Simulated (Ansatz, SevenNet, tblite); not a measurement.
## Vacancy formation energy of diamond-structure Si: levels of theory against measurement

Reference value: 3.6 eV (measured, not corrected to a static lattice, monovacancy; as tabulated in Garrity and Choudhary (2023), arXiv:2112.11585).

Question: Which of these levels comes closest to the reference?
A) r²SCAN (Ansatz (a program for electronic structure))
B) SevenNet-0 (SevenNet)
C) GFN1-xTB (tblite)

Answer: A, r²SCAN (Ansatz)

```csv
level (code),value (eV),difference (eV)
GFN1-xTB (tblite),2.12,-1.48
SevenNet-0 (SevenNet),2.16,-1.44
r²SCAN (Ansatz),4.33,+0.73
```

The best agreement in this table is that of r²SCAN (+0.73 eV). Farthest off: GFN1-xTB (-1.48 eV), SevenNet-0 (-1.44 eV). No level tried lands within 0.4 eV.

Sites in the supercell: GFN1-xTB 64, SevenNet-0 64, r²SCAN 216. GFN1-xTB: the method was fitted mainly to molecules. GFN1-xTB: the run uses a supercell at the zone centre in place of a k mesh. r²SCAN: the defect's distortion and the cell size are not converged. Each level is taken at its own relaxed cell. Ansatz's density-functional and Hartree–Fock values are scalar-relativistic unless marked +SOC, with PAW data made under PBE.

Machine-learned potentials (SevenNet-0) are trained on DFT data, which may include these solids.

Differences are worked out from the printed values.
